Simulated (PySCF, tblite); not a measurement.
# C3H5O2 radical: geometry, infrared bands and EPR parameters

Wanted: the infrared bands and EPR parameters of C3H5O2 radical (`C[CH]OC=O`), by calculation.

Programs: tblite 0.8.0 and PySCF 2.14.0, with density-fitted response routines of our own. Each step states its level of theory. These are calculated values for one molecule in the gas phase, unless marked as measured. Atoms count from 0, in the outputs and in this text.

**1. The molecule as given**

10 atoms, charge 0, multiplicity 2; geometry from: force field or distance geometry start.

Bonds of the start (Å): C0–C1 1.46, C1–O2 1.40, O2–C3 1.35, C3–O4 1.23, C0–H5 1.10, C0–H6 1.10, C0–H7 1.10, C1–H8 1.09, C3–H9 1.09.

**2. Geometry optimisation with GFN2-xTB**

What the job is given:

```
{"job": {"kind": "relax", "xc": "GFN2-xTB", "basis": "xTB"}, "charge": 0, "multiplicity": 2}
C     -1.614600     0.351600     0.269700
C     -0.294600    -0.278700     0.318300
O      0.838300     0.515300     0.127600
C      2.035200    -0.114600     0.179700
O      2.250900    -1.307200     0.408500
H     -1.551200     1.425400     0.061600
H     -2.225100    -0.102600    -0.521300
H     -2.137200     0.228400     1.227900
H     -0.115300    -1.335600     0.519400
H      2.822500     0.622800     0.014800
```

The run is started by

```console
> OMP_NUM_THREADS=1 python probes_run.py task.json out
```

This one command runs all jobs of the session in turn.

**Question.** This job is followed by: GFN2-xTB harmonic vibrations, gas phase; UKS B3LYP, pcH-1 on C H O, non-relativistic, mean-field spin-orbit, GIAO. Predict these results of the whole session: strongest single infrared mode (GFN2-xTB); zero-point energy (GFN2-xTB); g(iso) (B3LYP); ⟨S²⟩; largest a(iso) (averaged by class); potential on the surface of density 0.002 e/bohr³, 1st and 99th percentile.

As calculated:

| quantity | value |
| --- | --- |
| strongest single infrared mode (GFN2-xTB) | 1719 cm⁻¹, 625 km/mol |
| zero-point energy (GFN2-xTB) | 45.9 kcal/mol |
| g(iso) (B3LYP) | 2.00280 |
| ⟨S²⟩ | 0.754 (exact 0.75) |
| largest a(iso) (averaged by class) | 13C on C1, 90.8 MHz |
| potential on the surface of density 0.002 e/bohr³, 1st and 99th percentile | -1.62 V and 1.20 V |

**Reading.** Relaxing lowered the energy by 0.116 eV in 23 steps; the close pair that moved most is C1–O2, from 1.397 to 1.344 Å. All 24 modes are real, so the xTB geometry is a minimum. The strongest single mode, at 1719 cm⁻¹, moves mainly C3 and O4. Unscaled tight-binding wavenumbers are off by several per cent, some by more. Its intensities can rank the bands wrongly. C1 carries the largest spin population, 0.92 e. The isotropic g lies 0.5 ppt above the free-electron value. These values are for one conformer; the search (at its own cheap level) found 2 more, at 0.00, 0.95 kcal/mol (those within 0.05 may be mirror or relabelled copies), and measured spectra average over such forms.
